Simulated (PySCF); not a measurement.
## LiSi⁺: from constants to spectrum

UHF-CCSD(T) constants of LiSi⁺, ³Π (triplet), unpaired electrons σ ↑, π ↑ (Li def2-TZVP, Si def2-TZVP; no relativity (PySCF 2.14); masses 7.0160 and 27.9769 u):

* ωe: 266.0 cm⁻¹
* ωexe: 3.75 cm⁻¹
* Be: 0.39052 cm⁻¹
* αe: 0.00732 cm⁻¹
* D (centrifugal): 3.37e-06 cm⁻¹
* De to Li⁺ + Si: 0.66 eV

(1) Give the vibrational terms G(v) and spacings up to v = 6.

(2) How well does the Morse estimate ωe²/(4ωexe) reproduce De, and what is D0?

Correlated steps freeze 5 core orbitals. For an ion De counts to the pair picked by the measured ionisation energies or electron affinities, which need not be the lowest pair at this level. The state was picked by a PBE0 search and need not be the measured ground state.

## Answers

(1) G(v) = ωe(v+½) − ωexe(v+½)².

```json
{"v": "0", "G(v) (cm⁻¹)": "132.1", "G(v) − G(v−1)": "", "Bv (cm⁻¹)": "0.3869"}
{"v": "1", "G(v) (cm⁻¹)": "390.6", "G(v) − G(v−1)": "258.5", "Bv (cm⁻¹)": "0.3795"}
{"v": "2", "G(v) (cm⁻¹)": "641.6", "G(v) − G(v−1)": "251.0", "Bv (cm⁻¹)": "0.3722"}
{"v": "3", "G(v) (cm⁻¹)": "885.1", "G(v) − G(v−1)": "243.5", "Bv (cm⁻¹)": "0.3649"}
{"v": "4", "G(v) (cm⁻¹)": "1121.1", "G(v) − G(v−1)": "236.0", "Bv (cm⁻¹)": "0.3576"}
{"v": "5", "G(v) (cm⁻¹)": "1349.6", "G(v) − G(v−1)": "228.5", "Bv (cm⁻¹)": "0.3503"}
{"v": "6", "G(v) (cm⁻¹)": "1570.6", "G(v) − G(v−1)": "221.0", "Bv (cm⁻¹)": "0.3429"}
```

(2) It gives 0.58 eV, 89 % of the computed De. D0 = De − G(0) = 0.66 − 0.02 = 0.64 eV.
